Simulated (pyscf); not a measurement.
Optimised with ωB97X-D3(BJ)/def2-SVP in PySCF. Correlated levels are frozen-core, on RHF or UHF. ΔMP2 is the change of the MP2 total energy from the triple- to the quadruple-zeta basis.

Q: Estimate the classical barrier height and the reaction energy of HF (SMILES F) + F–Ge:–F (SMILES [F][Ge][F]) [singlet] -> F–GeH(F)–F (SMILES [F][GeH]([F])[F]) at CCSD(T)/def2-TZVPP + ΔMP2(QZVPP). The step runs on the singlet surface, breaks F–H and forms F–Ge, Ge–H; take the separated reactants as zero.

A: ΔE‡ = 37.4 kcal/mol, ΔE = -24.3 kcal/mol. Zero-point energy shifts the barrier by -0.8 kcal/mol. It is an insertion, with an imaginary mode of 1422i cm⁻¹. The same reactants have a lower exit, to F–Ge:–F [singlet] + HF (highest point, the separated products, at 0.0 kcal/mol at ωB97M-D3(BJ), against +37.2 kcal/mol here). One saddle was located; it need not be the lowest between these sides. The CCSD(T) − MP2 part came from Ansatz, without density fitting, on the same reference. The frozen core leaves the outer d or s,p core shells of the metals and heavy elements correlated in the MP2 and CC values, and def2-TZVPP describes them poorly, which can shift differences by a few kcal/mol. Elements up to Kr have no core potential and no relativistic terms here.
